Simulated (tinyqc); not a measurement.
Inside a calculation (part 2 of 2). Method: UHF in the sto-3g basis, for LiH+, spin multiplicity 2. Computed by tinyqc, a small Python program that keeps every step (integrals from PySCF). Command: `OMP_NUM_THREADS=1 python tinyqc.py 27078 27079 out.jsonl` (the two numbers bound the seeds that draw the settings). One thread of a shared host (Intel(R) Xeon(R) Processor @ 2.60GHz), about 0.1 s of CPU time with the checks.

Geometry (angstrom):
```
atom       x       y       z
Li    0.0000  0.0000  0.0000
H     0.0000  0.0000  2.6810
```

## Iteration 9 (converged): orbitals

converged F(alpha) (hartree), lower triangle:
```
          1Li 1s   1Li 2s  1Li 2px  1Li 2py  1Li 2pz    2H 1s
1Li 1s   -2.7233
1Li 2s   -0.7277  -0.3872
1Li 2px   0.0000   0.0000  -0.0904
1Li 2py   0.0000   0.0000   0.0000  -0.0904
1Li 2pz   0.0005  -0.0396   0.0000   0.0000  -0.1462
2H 1s    -0.0165  -0.1749   0.0000   0.0000  -0.2461  -0.6557
```

converged F(beta) (hartree), lower triangle:
```
          1Li 1s   1Li 2s  1Li 2px  1Li 2py  1Li 2pz   2H 1s
1Li 1s   -2.7224
1Li 2s   -0.7276  -0.3594
1Li 2px   0.0000   0.0000  -0.0877
1Li 2py   0.0000   0.0000   0.0000  -0.0877
1Li 2pz   0.0005  -0.0012   0.0000   0.0000  -0.0920
2H 1s    -0.0166  -0.0643   0.0000   0.0000  -0.0830  0.0664
```

X, lower triangle:
```
          1Li 1s   1Li 2s  1Li 2px  1Li 2py  1Li 2pz   2H 1s
1Li 1s    1.0232
1Li 2s   -0.1273   1.0350
1Li 2px   0.0000   0.0000   1.0000
1Li 2py   0.0000   0.0000   0.0000   1.0000
1Li 2pz  -0.0031   0.0179   0.0000   0.0000   1.0262
2H 1s     0.0143  -0.0921   0.0000   0.0000  -0.1357  1.0379
```

Diagonalise F' = X^T F X, C = X C', fill 2 alpha and 1 beta electrons from the bottom; D(s) = C_occ C_occ^T. Each column has its largest component positive (the first on a tie).

F' = X^T F X (alpha) (hartree), lower triangle:
```
         1        2        3        4        5        6
1  -2.6677
2  -0.3788  -0.2404
3   0.0000   0.0000  -0.0904
4   0.0000   0.0000   0.0000  -0.0904
5  -0.0011  -0.0088   0.0000   0.0000  -0.0982
6   0.0222  -0.1036   0.0000   0.0000  -0.1551  -0.6097
```

orbital energies (alpha) (hartree): MO1 -2.7255, MO2 -0.6751, MO3 -0.1642, MO4 -0.0904, MO5 -0.0904, MO6 -0.0512

coefficients C (alpha):
```
             MO1      MO2      MO3      MO4     MO5      MO6
1Li 1s    0.9923  -0.0428  -0.2711   0.0000  0.0000  -0.0578
1Li 2s    0.0303   0.1339   1.0129   0.0000  0.0000   0.2268
1Li 2px   0.0000   0.0000   0.0000  -0.2205  0.9754   0.0000
1Li 2py   0.0000   0.0000   0.0000   0.9754  0.2205   0.0000
1Li 2pz   0.0008   0.1394  -0.1948   0.0000  0.0000   1.0072
2H 1s    -0.0029   0.9256  -0.2142   0.0000  0.0000  -0.4492
```

F' = X^T F X (beta) (hartree), lower triangle:
```
         1        2        3        4        5       6
1  -2.6665
2  -0.3806  -0.2247
3   0.0000   0.0000  -0.0877
4   0.0000   0.0000   0.0000  -0.0877
5  -0.0034   0.0109   0.0000   0.0000  -0.0723
6   0.0182  -0.0560   0.0000   0.0000  -0.0879  0.1033
```

orbital energies (beta) (hartree): MO1 -2.7245, MO2 -0.1793, MO3 -0.1069, MO4 -0.0877, MO5 -0.0877, MO6 0.1504

coefficients C (beta):
```
             MO1      MO2      MO3     MO4      MO5      MO6
1Li 1s    0.9923  -0.2679   0.0470  0.0000   0.0000   0.0678
1Li 2s    0.0302   0.9927  -0.1800  0.0000   0.0000  -0.2784
1Li 2px   0.0000   0.0000   0.0000  0.9756  -0.2197   0.0000
1Li 2py   0.0000   0.0000   0.0000  0.2197   0.9756   0.0000
1Li 2pz   0.0006   0.0716   0.9005  0.0000   0.0000  -0.5058
2H 1s    -0.0033   0.1323   0.2457  0.0000   0.0000   1.0132
```

D(alpha) after iteration 9, lower triangle:
```
          1Li 1s  1Li 2s  1Li 2px  1Li 2py  1Li 2pz   2H 1s
1Li 1s    0.9865
1Li 2s    0.0243  0.0188
1Li 2px   0.0000  0.0000   0.0000
1Li 2py   0.0000  0.0000   0.0000   0.0000
1Li 2pz  -0.0052  0.0187   0.0000   0.0000   0.0194
2H 1s    -0.0425  0.1238   0.0000   0.0000   0.1290  0.8567
```

D(beta) after iteration 9, lower triangle:
```
          1Li 1s   1Li 2s  1Li 2px  1Li 2py  1Li 2pz   2H 1s
1Li 1s    0.9847
1Li 2s    0.0300   0.0009
1Li 2px   0.0000   0.0000   0.0000
1Li 2py   0.0000   0.0000   0.0000   0.0000
1Li 2pz   0.0006   0.0000   0.0000   0.0000   0.0000
2H 1s    -0.0033  -0.0001   0.0000   0.0000   0.0000  0.0000
```

Within a degenerate level the vectors are fixed only up to a rotation; this is one choice.

## Convergence

Stop when the energy changes by less than 1e-10 hartree and every element of the error matrix X^T (F D S - S D F) X (for each spin) is below 3e-06.

Course of the cycle:
```
iteration  E (hartree)     change  largest element of the error matrix
1            -1.748864          -                             1.28e-01
2            -7.422995  -5.67e+00                             1.55e-01
3            -7.592837  -1.70e-01                             6.71e-02
4            -7.610722  -1.79e-02                             2.20e-02
5            -7.613224  -2.50e-03                             2.02e-03
6            -7.613249  -2.45e-05                             4.05e-04
7            -7.613250  -1.15e-06                             2.70e-05
8            -7.613250  -4.91e-09                             2.94e-06
9            -7.613250  -4.49e-11                             1.02e-06
```

PySCF UHF in the same basis, after a stability check = -7.613250 hartree

Converged in 9 iterations.

## Populations, bond orders and dipole

overlap S, lower triangle:
```
         1Li 1s  1Li 2s  1Li 2px  1Li 2py  1Li 2pz   2H 1s
1Li 1s   1.0000
1Li 2s   0.2411  1.0000
1Li 2px  0.0000  0.0000   1.0000
1Li 2py  0.0000  0.0000   0.0000   1.0000
1Li 2pz  0.0000  0.0000   0.0000   0.0000   1.0000
2H 1s    0.0050  0.1676   0.0000   0.0000   0.2551  1.0000
```

Mulliken: Z minus the diagonal of D S on the atom; Loewdin: the same with S^(1/2) D S^(1/2); Mayer order: 2 sum_s sum (D(s) S)_ij (D(s) S)_ji over the two atoms.

Charges (e):
```
atom  Mulliken  Loewdin  Mulliken spin
1Li     0.9101   0.8910         0.0899
2H      0.0899   0.1090         0.9101
```

Mayer bond orders:
```
pair   order
2-1   0.1636
```

dipole moment about the origin, x y z (debye): 0.0000  0.0000  0.5561

<S^2> of the determinant (pure state: 0.75) = 0.7500
